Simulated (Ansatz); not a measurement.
```yaml
crystal:
  periodic: [false, false, false]
  atoms:
    - {symbol: C, position_ang: [-1.816902, -0.653707, 0.744562]}
    - {symbol: C, position_ang: [-0.704270, -0.201591, 0.807591]}
    - {symbol: S, position_ang: [0.835444, 0.430888, 0.954956]}
    - {symbol: C, position_ang: [1.380389, 0.453596, -0.749948]}
    - {symbol: O, position_ang: [0.759951, 0.097027, -1.697843]}
    - {symbol: H, position_ang: [-2.801185, -1.054536, 0.681047]}
    - {symbol: H, position_ang: [2.407774, 0.860224, -0.786065]}
basis:
  gaussian: {orbitals: 6-31G}
hamiltonian: {xc: {name: r2SCANh}, pseudopotentials: {relativity: scalar}}
accuracy: high
output: {forces: true}
```

```sh
$ ansatz run in.yaml --threads 2 --pin off --events-out ev --progress --plain --max-ram 4352MiB
```

Shortened log:

```
Functional definition: r2SCANh
1261 factors; integrals over basis functions are off by at most 4.8e-9 eV
mean field evaluation 1: about -16038.7361 eV, gradient 5.1e1 eV
mean field evaluation 2: about -16012.3393 eV, gradient 1.2e2 eV
mean field evaluation 4: about -16044.5252 eV, gradient 5.0e0 eV
mean field evaluation 8: about -16044.6642 eV, gradient 4.6e-1 eV
mean field evaluation 16: about -16044.6648 eV, gradient 8.4e-5 eV
mean field -16044.66478251 eV, -589.6305552927 hartree, gradient 1.8e-8 eV, S^2 0.000000; 0 other end points of the search recorded, 0 dependent functions left out
reference -16044.66478295 eV, -589.6305553089 hartree; 22, 22 occupied and 31, 31 virtual orbitals, 1261 factors
Total energy: -16044.66478295 eV, -589.6305553089 hartree
Relativity: scalar
Atom 0 at    -1.816902    -0.653707     0.744562 Å, force    -1.159032    -0.471408    -0.069986 eV/Å
Atom 1 at    -0.704270    -0.201591     0.807591 Å, force    -0.800210    -0.320915    -0.008059 eV/Å
Atom 2 at     0.835444     0.430888     0.954956 Å, force     1.350158     0.707650     1.465735 eV/Å
Atom 3 at     1.380389     0.453596    -0.749948 Å, force     2.312365     1.013211     0.774744 eV/Å
Atom 4 at     0.759951     0.097027    -1.697843 Å, force    -1.572309    -0.881442    -2.208416 eV/Å
Atom 5 at    -2.801185    -1.054536     0.681047 Å, force     0.054166     0.020809    -0.007425 eV/Å
Atom 6 at     2.407774     0.860224    -0.786065 Å, force    -0.185138    -0.067907     0.053408 eV/Å
Dipole moment:     0.091850     0.059155     0.196032 e Å
```

Hardware: 2 threads of an AMD EPYC 9R45 on a shared host. Wall time 3.6 s, peak host memory 0.23 GiB.
